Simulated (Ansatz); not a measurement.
**Molecular dynamics of CH6BN**

Input:

```yaml
crystal:
  periodic: [false, false, false]
  atoms:
    - { symbol: B, position_ang: [-0.472673, -0.037105, 0.67772] }
    - { symbol: H, position_ang: [0.662907, 0.081801, 1.171572] }
    - { symbol: C, position_ang: [1.601731, 0.107282, 0.009749] }
    - { symbol: H, position_ang: [1.638663, -0.832205, -0.545217] }
    - { symbol: H, position_ang: [1.484666, 0.983831, -0.630493] }
    - { symbol: H, position_ang: [2.474593, 0.211846, 0.659158] }
    - { symbol: "N", position_ang: [-1.016334, -0.142232, -0.591353] }
    - { symbol: H, position_ang: [-2.018106, -0.231931, -0.699023] }
    - { symbol: H, position_ang: [-0.518849, -0.141386, -1.477212] }
basis:
  gaussian: { orbitals: "6-31G*" }
hamiltonian:
  xc: b3lyp
  dispersion: d4
md:
  timestep: 0.5
  n_steps: 200
  ensemble: nve
  temperature: 100.0
  initial_velocities: maxwell_boltzmann
  seed: 3267
```

Command:

```bash
$ ansatz run input.yaml --threads 1 --pin off --max-ram 2048MiB --backend cpu --events-out ev --progress --plain --runs-dir out
```

It starts at the highest image of a converged band. Of that band: Neighbouring images differ by up to 3.5 eV, so the band resolves the path poorly. A vibrational analysis at the climbing image gives one clearly imaginary mode, 1251i cm⁻¹: a first-order saddle point.

Output, in part (step lines, the closing report, with atoms numbered from 0):

```
md step     0: t =     0.00 fs  T =   100.0 K  F+E_penalty+E_count = -3298.40356009 eV  E_kin = 0.090482 eV  conserved = -3298.31307809 eV  (24 SCF iters)
md step     1: t =     0.50 fs  T =    98.8 K  F+E_penalty+E_count = -3298.40242356 eV  E_kin = 0.089359 eV  conserved = -3298.31306459 eV  (25 SCF iters)
md step     2: t =     1.00 fs  T =    95.3 K  F+E_penalty+E_count = -3298.39925674 eV  E_kin = 0.086232 eV  conserved = -3298.31302522 eV  (22 SCF iters)
md step     3: t =     1.50 fs  T =    90.3 K  F+E_penalty+E_count = -3298.39468213 eV  E_kin = 0.081709 eV  conserved = -3298.31297315 eV  (22 SCF iters)
md step     4: t =     2.00 fs  T =    84.7 K  F+E_penalty+E_count = -3298.38951950 eV  E_kin = 0.076594 eV  conserved = -3298.31292531 eV  (22 SCF iters)
md step     5: t =     2.50 fs  T =    79.2 K  F+E_penalty+E_count = -3298.38452292 eV  E_kin = 0.071627 eV  conserved = -3298.31289551 eV  (22 SCF iters)
md step     6: t =     3.00 fs  T =    74.4 K  F+E_penalty+E_count = -3298.38016533 eV  E_kin = 0.067276 eV  conserved = -3298.31288917 eV  (22 SCF iters)
md step     7: t =     3.50 fs  T =    70.3 K  F+E_penalty+E_count = -3298.37655247 eV  E_kin = 0.063651 eV  conserved = -3298.31290196 eV  (22 SCF iters)
[... lines left out ...]
Total energy: -3299.29447970 eV, -121.2468357867 hartree
Atom 0 at    -2.478427    -0.203435     0.619841 Å, force     0.491965     0.054990    -0.269898 eV/Å
Atom 1 at     3.290964     0.269148     0.825008 Å, force     0.155097    -0.348769    -0.704405 eV/Å
Atom 2 at     3.211538     0.211401    -0.286846 Å, force    -0.275281     0.237450     2.135419 eV/Å
Atom 3 at     2.797257    -0.702840    -0.606567 Å, force    -0.515023    -1.459313    -0.212609 eV/Å
Atom 4 at     2.541869     0.978325    -0.558078 Å, force    -0.855348     1.257483    -0.622858 eV/Å
Atom 5 at     4.145043     0.352433    -0.746781 Å, force     1.466285     0.314033    -0.594484 eV/Å
Atom 6 at    -1.365729    -0.148074    -0.233474 Å, force     0.204723     0.214399     0.108905 eV/Å
Atom 7 at    -1.412439    -0.496668    -1.185363 Å, force    -0.212948    -0.146464    -0.101641 eV/Å
Atom 8 at    -0.455503     0.295849    -0.067615 Å, force    -0.459471    -0.123808     0.261572 eV/Å
Dipole moment:     0.604385     0.057904    -0.480858 e Å
```

The steps, from the saved trajectory:

```json
{"time (fs)": "0.0", "T (K)": "100", "potential energy less start (eV)": "0.000", "conserved less start (meV/atom)": "0.00"}
{"time (fs)": "3.0", "T (K)": "74", "potential energy less start (eV)": "0.023", "conserved less start (meV/atom)": "0.02"}
{"time (fs)": "6.0", "T (K)": "56", "potential energy less start (eV)": "0.040", "conserved less start (meV/atom)": "0.02"}
{"time (fs)": "9.0", "T (K)": "82", "potential energy less start (eV)": "0.016", "conserved less start (meV/atom)": "0.02"}
{"time (fs)": "12.0", "T (K)": "167", "potential energy less start (eV)": "-0.060", "conserved less start (meV/atom)": "0.05"}
{"time (fs)": "15.0", "T (K)": "383", "potential energy less start (eV)": "-0.256", "conserved less start (meV/atom)": "-0.06"}
{"time (fs)": "18.0", "T (K)": "314", "potential energy less start (eV)": "-0.193", "conserved less start (meV/atom)": "0.12"}
{"time (fs)": "21.0", "T (K)": "698", "potential energy less start (eV)": "-0.544", "conserved less start (meV/atom)": "-0.28"}
{"time (fs)": "24.0", "T (K)": "634", "potential energy less start (eV)": "-0.483", "conserved less start (meV/atom)": "0.03"}
{"time (fs)": "27.0", "T (K)": "754", "potential energy less start (eV)": "-0.592", "conserved less start (meV/atom)": "0.06"}
{"time (fs)": "30.0", "T (K)": "998", "potential energy less start (eV)": "-0.816", "conserved less start (meV/atom)": "-0.40"}
{"time (fs)": "33.0", "T (K)": "1066", "potential energy less start (eV)": "-0.877", "conserved less start (meV/atom)": "-0.39"}
{"time (fs)": "36.0", "T (K)": "962", "potential energy less start (eV)": "-0.779", "conserved less start (meV/atom)": "0.05"}
{"time (fs)": "39.0", "T (K)": "1073", "potential energy less start (eV)": "-0.881", "conserved less start (meV/atom)": "-0.02"}
{"time (fs)": "42.0", "T (K)": "1036", "potential energy less start (eV)": "-0.847", "conserved less start (meV/atom)": "0.01"}
{"time (fs)": "45.0", "T (K)": "1256", "potential energy less start (eV)": "-1.050", "conserved less start (meV/atom)": "-0.46"}
{"time (fs)": "48.0", "T (K)": "941", "potential energy less start (eV)": "-0.760", "conserved less start (meV/atom)": "0.13"}
{"time (fs)": "51.0", "T (K)": "1224", "potential energy less start (eV)": "-1.020", "conserved less start (meV/atom)": "-0.33"}
{"time (fs)": "54.0", "T (K)": "941", "potential energy less start (eV)": "-0.758", "conserved less start (meV/atom)": "0.32"}
{"time (fs)": "57.0", "T (K)": "1140", "potential energy less start (eV)": "-0.942", "conserved less start (meV/atom)": "-0.16"}
{"time (fs)": "60.0", "T (K)": "936", "potential energy less start (eV)": "-0.756", "conserved less start (meV/atom)": "0.11"}
{"time (fs)": "63.0", "T (K)": "1179", "potential energy less start (eV)": "-0.981", "conserved less start (meV/atom)": "-0.47"}
{"time (fs)": "66.0", "T (K)": "1094", "potential energy less start (eV)": "-0.902", "conserved less start (meV/atom)": "-0.31"}
{"time (fs)": "69.0", "T (K)": "1010", "potential energy less start (eV)": "-0.824", "conserved less start (meV/atom)": "0.00"}
{"time (fs)": "72.0", "T (K)": "1070", "potential energy less start (eV)": "-0.878", "conserved less start (meV/atom)": "-0.04"}
{"time (fs)": "75.0", "T (K)": "1001", "potential energy less start (eV)": "-0.815", "conserved less start (meV/atom)": "0.08"}
{"time (fs)": "78.0", "T (K)": "1156", "potential energy less start (eV)": "-0.958", "conserved less start (meV/atom)": "-0.32"}
{"time (fs)": "81.0", "T (K)": "933", "potential energy less start (eV)": "-0.753", "conserved less start (meV/atom)": "0.07"}
{"time (fs)": "84.0", "T (K)": "1158", "potential energy less start (eV)": "-0.961", "conserved less start (meV/atom)": "-0.33"}
{"time (fs)": "87.0", "T (K)": "964", "potential energy less start (eV)": "-0.782", "conserved less start (meV/atom)": "0.06"}
{"time (fs)": "90.0", "T (K)": "1043", "potential energy less start (eV)": "-0.854", "conserved less start (meV/atom)": "-0.11"}
{"time (fs)": "93.0", "T (K)": "944", "potential energy less start (eV)": "-0.763", "conserved less start (meV/atom)": "0.07"}
{"time (fs)": "96.0", "T (K)": "1104", "potential energy less start (eV)": "-0.911", "conserved less start (meV/atom)": "-0.30"}
{"time (fs)": "99.0", "T (K)": "1065", "potential energy less start (eV)": "-0.875", "conserved less start (meV/atom)": "-0.24"}
```

The run went to its last step. The conserved energy stayed within 0.52 meV per atom of its start (net change -0.17 meV per atom), so the integration is sound. The system heated up, since it started high on the potential surface and ran downhill. A run of 0.1 ps of so small a system gives no equilibrium averages. The orbitals stay closed-shell, which can raise the energy where a bond breaks towards radicals; this wasn't checked here.

The step under study would form H2–C3 and break B1–H2, B1–C3. These pairs go: H2–C3 1.49 → 1.12 Å, B1–H2 1.24 → 5.79 Å, B1–C3 2.18 → 5.78 Å. In the last frame they stand as after the step (other bonds may differ from the relaxed reactants and products). It ends as BH2N + CH4. Pairs count as bonded within 1.25 times the sum of covalent radii (0.12 Å more for H–H).

Last frame:

```xyz
9
Properties=species:S:1:pos:R:3
B -2.478 -0.203 0.620
H 3.291 0.269 0.825
C 3.212 0.211 -0.287
H 2.797 -0.703 -0.607
H 2.542 0.978 -0.558
H 4.145 0.352 -0.747
N -1.366 -0.148 -0.234
H -1.412 -0.497 -1.185
H -0.456 0.296 -0.068
```

Run time: 4.9 min on 1 thread of Arm Neoverse V1 (shared host), peak memory 0.1 GiB.
